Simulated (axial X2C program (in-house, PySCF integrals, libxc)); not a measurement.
**Bond lengths and stretching modes, held linear, of BSH**

Calculated with an in-house all-electron X2C program for linear molecules (integrals from PySCF): two-component X2C with atomic mean-field Coulomb and Gaunt terms, Gaussian nuclei, basis B dyall-v3z, S dyall-av3z, H dyall-v3z with contracted cores. Spin-free rows use the one-electron spin-free X2C Hamiltonian.

Masses B 11.009, S 31.972, H 1.008 u. States: 2c Ω = 0 (all partner blocks equally filled); spin-free M_S = 0, Λ = 0 (closed shell).

PBE0, spin-free: energies above the lowest point

| r(B–S) (Å) | r(S–H) (Å) | E (meV) |
| --- | --- | --- |
| 1.7267 | 1.3338 | 36.36 |
| 1.7267 | 1.3680 | 21.77 |
| 1.7267 | 1.4022 | 32.55 |
| 1.7710 | 1.3338 | 12.45 |
| 1.7710 | 1.3680 | 0.00 |
| 1.7710 | 1.4022 | 13.13 |
| 1.7710 | 1.4364 | 47.28 |
| 1.8153 | 1.3338 | 28.34 |
| 1.8153 | 1.3680 | 17.87 |
| 1.8153 | 1.4022 | 33.18 |
| 1.8596 | 1.3680 | 67.37 |
| 1.8596 | 1.4364 | 123.35 |

Task: Fit a quadratic surface with cubic terms in each bond: where is the minimum, and what are the two stretching wavenumbers?

Result: At PBE0, spin-free: bonds 1.772 and 1.367 Å; harmonic stretches 813.8 and 2472.1 cm⁻¹; force constants 3.23, 3.53 and coupling 0.23 mdyn/Å.

The other levels and Hamiltonians give:

| Hamiltonian | level | r(B–S) (Å) | r(S–H) (Å) | lower stretch (cm⁻¹) | upper stretch (cm⁻¹) |
| --- | --- | --- | --- | --- | --- |
| 2c | PBE0 | 1.772 | 1.367 | 813.7 | 2471.2 |
| 2c | HF | 1.793 | 1.332 | 771.4 | 2760.5 |
| 2c | BHandHLYP | 1.772 | 1.347 | 802.9 | 2597.7 |
| 2c | MP2 | 1.775 | 1.359 | 816.9 | 2524.0 |
| spin-free | HF | 1.793 | 1.332 | 771.6 | 2761.2 |
| spin-free | BHandHLYP | 1.772 | 1.347 | 803.0 | 2598.6 |
| spin-free | MP2 | 1.775 | 1.358 | 816.9 | 2524.9 |

Each state is one determinant, the lowest of a limited PBE0 search; the stretches come from a fit to these few points and carry an uncertainty of a few per cent. Other orders of the atoms were not compared. MP2 freezes inner shells (threshold -2 hartree). The molecule was held linear; bending was not examined, so a bent shape may lie lower. Hydrosulfides and their kin are strongly bent in nature, so this linear model does not describe the real molecule.
